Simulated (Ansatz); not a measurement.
System: corundum Cr₂O₃. Method: LDA (Ansatz, an electronic-structure program, PAW).

Run with plane-wave cutoff 500 eV, 10×10×10 k mesh, Fermi–Dirac smearing 0.05 eV, magnetic order afm+-+-, spin-polarised with opposed moments, scalar-relativistic PAW data made under PBE.

Cell (relaxed at this level):

```xyz
10
Lattice="4.7895 -2.3601 0.0848 4.7895 2.3601 0.0848 3.5575 0.0000 3.9825" Properties=species:S:1:pos:R:3 pbc="T T T"
Cr     4.4829     0.0000     1.4170
Cr     2.0853     0.0000     0.6591
Cr     8.6535     0.0000     2.7352
Cr    11.0512     0.0000     3.4930
O      8.0736     0.8390     1.1228
O      7.2386     0.7606     3.7645
O      7.6766    -1.5996     2.3789
O      5.0629    -0.8390     3.0293
O      5.8978    -0.7605     0.3876
O      5.4599     1.5995     1.7733
```

### Question
Give the computed magnetic moment (largest site, within a sphere) and band gap.

### Answer

* **magnetic moment (largest site, within a sphere)**: 1.88 μB
* **band gap**: 0.90 eV (on the SCF k mesh)

Measured, for comparison: band gap 3.3 ± 0.1 eV (temperature not stated, not corrected to a static lattice, middle of the range; as tabulated in Medasani et al. (2019), arXiv:1904.04625). Computed (rounded) less measured: band gap -2.40 eV.

Moments are spin moments.
